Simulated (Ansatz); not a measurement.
**AlSiH (triplet): from Hartree-Fock to the top rungs, def2-TZVPP**

One table from this session's results is given with a row withheld; the runs are named, their logs left out.

The runs use Ansatz 0.2.0, Gaussian basis; def2-TZVPP, core rule «outside noble gas», up to 10 orbitals frozen.

Plan: UHF; ROHF; CCSD(T) on UHF.

2 further runs of the same task are left out: 2 set aside as unsound or not needed.

## The geometry

The geometry is a PBE0/def2-TZVP stationary point (not a proven minimum) of the parent state, kept for this charge and spin.

3 atoms, charge 0, spin multiplicity 3.

Atoms are counted from 1 here; the program's logs count them from 0.

Bond lengths: Si1–Al2 2.647 Å, Si1–H3 1.545 Å. Angles: Al2–Si1–H3 78.2°.

Set-up of the first run:

The input, in.yaml:

```yaml
crystal:
  periodic: [false, false, false]
  atoms:
    - {symbol: Si, position_ang: [0.000000, -0.066010, 1.277710]}
    - {symbol: Al, position_ang: [0.000000, 0.014356, -1.367591]}
    - {symbol: H, position_ang: [0.000000, 1.455013, 1.006599]}
basis:
  gaussian: {orbitals: def2-TZVPP}
magnetization: {spin_polarized: true, initial_magnetization: 2}
hamiltonian: {xc: hf}
output: {orbitals: {seedname: orbitals}}
```

Launch:

```sh
$ ansatz run in.yaml --threads 1 --pin off --events-out ev --progress --plain --max-ram 4096MiB --backend cpu
```

Steps of the session up to this table: UHF; ROHF; CCSD(T) on UHF.

One of the session's tables, all rows but one given; the rest of the session is left out.

```
  method  from UCCSD(T) (meV)
    ROHF                    ?
     UHF              +4954.0
    UMP2              +1166.6
   UCCSD               +242.5
UCCSD(T)                    0
```

**Question.** Estimate the row for ROHF.

**Answer.** from UCCSD(T) (meV): +5183.7. In the column «from UCCSD(T) (meV)» it is the highest.
